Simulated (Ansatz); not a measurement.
Cost and result for the atomization energy of anisole (16 atoms, 16 bonds).

```xyz
16

C    -1.7208   -1.7080    1.1198
O    -1.7419   -0.6013    0.2538
C    -0.5605   -0.0183   -0.0550
C     0.6726   -0.4422    0.4288
C     1.8259    0.2320    0.0454
C     1.7655    1.3176   -0.8096
C     0.5281    1.7339   -1.2882
C    -0.6272    1.0751   -0.9170
H    -2.7564   -2.0229    1.2375
H    -1.3118   -1.4436    2.1013
H    -1.1387   -2.5362    0.7006
H     0.7469   -1.2883    1.0986
H     2.7832   -0.1050    0.4272
H     2.6701    1.8364   -1.1025
H     0.4632    2.5830   -1.9592
H    -1.5984    1.3878   -1.2815
```

Charge 0, multiplicity 1. All single points use the PBE0-D4/def2-TZVP geometry. It is one conformer, not always the lowest. Program: Ansatz. All runs use 2 threads of an AMD EPYC 7R13 on a shared host and a share of an NVIDIA H100 80 GB. Times are those of one run each, without the atoms' runs, and a repeat can differ threefold. Electronic energies, without spin–orbit coupling; frozen cores. CCSD(T)/CBS adds CCSD(T) − MP2 in def2-TZVPP to the MP2 limit, and its time is that of the two runs behind it. T1 = 0.011; the RHF reference is unstable towards UHF. B3LYP takes the VWN-RPA correlation (the form of Gaussian; ORCA's B3LYP/G). HSE06 is the plane-wave form, built on full-range PBE exchange.

CCSD(T)/CBS is a level of theory with its own doubt, some kJ/mol a heavy atom from the limit and from the frozen cores, so smaller differences don't rank the functionals.

```tsv
level	functions	wall time	atomization (kJ/mol)	difference from CCSD(T)/CBS	per bond
LDA (SPW92)/def2-TZVPP	360	7.5 s	8522.9	1196.0	74.7
HSE06-D4/def2-TZVPP	360	8.5 s	7465.2	138.3	8.6
r2SCANh-D4/def2-TZVPP	360	9.5 s	7354.9	28.0	1.8
BHLYP-D4/def2-TZVPP	360	10 s	7122.6	-204.3	-12.8
B3LYP-D4/def2-TZVPP (with forces)	360	11 s	7364.3	37.4	2.3
CCSD(T)/def2-SVP	152	11 s	7062.2	-264.7	-16.5
r2SCAN-D4/def2-TZVPP (with forces)	360	11 s	7404.0	77.1	4.8
BLYP-D4/def2-TZVPP	360	13 s	7373.1	46.2	2.9
PBE-QIDH/def2-TZVPP	360	17 s	7372.3	45.4	2.8
ωB97M-V/def2-TZVPP (with forces)	360	17 s	7368.4	41.5	2.6
CCSD(T)/def2-TZVPP	360	17 s	7154.7	-172.2	-10.8
MP2/def2-QZVPP	696	17 s	7453.9	127.0	7.9
CCSD(T)/CBS(def2)	–	34 s	7326.9	0.0	0.0
```

From BLYP to BHLYP (50 % exact exchange), in def2-TZVPP and without D4, the atomization energy moves by −206.5 kJ/mol: exact exchange takes away binding that semilocal exchange gives to molecules. The D4 term adds +63.6 kJ/mol with B3LYP and +33.7 kJ/mol with PBE0; it sums over pairs of atoms, weighted by their polarisabilities, and B3LYP, whose exchange is more repulsive, gets the larger term. In def2-TZVPP, CCSD(T) changes the Hartree–Fock value by +1765.3 kJ/mol (the triples alone add +135.4 kJ/mol) and MP2 by +1963.4 kJ/mol; breaking electron pairs costs correlation energy, which Hartree–Fock lacks.
